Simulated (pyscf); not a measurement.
Cl–SnH(Cl)–Cl + hydrogen fluoride (HF) → F–Sn(Cl)(Cl)–Cl + hydrogen (H₂) (four-centre exchange; singlet surface; H–Sn, F–H broken, F–Sn, H–H formed). Structures and frequencies: ωB97X-D3(BJ)/def2-SVP in PySCF. Rate constants from transition-state theory, ωB97M-D3(BJ)/def2-TZVP energies (ideal gas, 1 atm, RRHO with modes under 100 cm⁻¹ raised to 100, one conformer, R ln 2 for rigid chiral ones; no tunnelling), k in cm³ molecule⁻¹ s⁻¹.

```
T (K)  1000/T  log10 k
-----  ------  -------
298     3.354   -34.82
600     1.667   -23.62
900     1.111        ?
1200    0.833   -17.81
```

Task: Fit an Arrhenius line to the three values, give the activation energy, and predict k at 900 K.

Result: Least squares gives log10 k = -12.28 − 6.73 × 1000/T, so Ea = 6.73 × ln 10 × 1.987 = 30.8 kcal/mol, against an electronic barrier of 30.3. At 900 K the line gives -19.76; the computed value is -19.80 (ΔG‡ = 58.3 kcal/mol), close to the line. On the reactant side the descent ends in a complex (not fully relaxed), 5.1 kcal/mol under the separated species and 34.4 kcal/mol under the saddle at ωB97X-D3(BJ)/def2-TZVP. This is the saddle that the search found; another between the same sides may lie lower. Elements past Kr carry the def2 core potentials, without spin-orbit coupling.
